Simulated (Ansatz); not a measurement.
Species, as SMILES: C#N (CH-N).
Geometry (B3LYP-D3(BJ)/def2-TZVP, fixed):
```xyz
3

C      0.0000     0.0000    -0.4969
N      0.0000     0.0000     0.6493
H      0.0000     0.0000    -1.5636
```

Basis-set convergence of the dipole moment at MP2 with Ansatz (a program for electronic structure). Dipoles come from the density behind the forces; the sign is taken along the dipole that this method gives in the largest set. The reference of a correlated method is not its basis-set limit, which lies further on. All functions are spherical. Cores are frozen. No added dispersion term, no relativity. Reference: the value in aug-pcseg-3, 3.042 D, itself unsure by roughly 0.004 D (its mean distance from aug-cc-pVQZ, def2-QZVPPD). Deviations are taken from unrounded values.

```json
[
 {"basis": "def2-SV(P)", "functions": "30", "dipole moment (D)": "2.918", "minus reference (D)": "-0.124"},
 {"basis": "def2-SVP", "functions": "33", "dipole moment (D)": "2.871", "minus reference (D)": "-0.171"},
 {"basis": "def2-SVPD", "functions": "48", "dipole moment (D)": "3.049", "minus reference (D)": "0.007"},
 {"basis": "def2-TZVP", "functions": "68", "dipole moment (D)": "3.027", "minus reference (D)": "-0.015"},
 {"basis": "def2-TZVPP", "functions": "76", "dipole moment (D)": "3.009", "minus reference (D)": "-0.033"},
 {"basis": "def2-TZVPD", "functions": "83", "dipole moment (D)": "3.040", "minus reference (D)": "-0.002"},
 {"basis": "def2-TZVPPD", "functions": "91", "dipole moment (D)": "3.029", "minus reference (D)": "-0.013"},
 {"basis": "def2-QZVPP", "functions": "144", "dipole moment (D)": "3.032", "minus reference (D)": "-0.010"},
 {"basis": "def2-QZVPPD", "functions": "159", "dipole moment (D)": "3.037", "minus reference (D)": "-0.005"}
]
```

The smallest set listed that lies within 0.1 D of the reference with all its larger relatives (same family, alike in diffuse functions; a set with none counts only in the reference's own line) is def2-SVPD (48 functions, 0.007 D off).
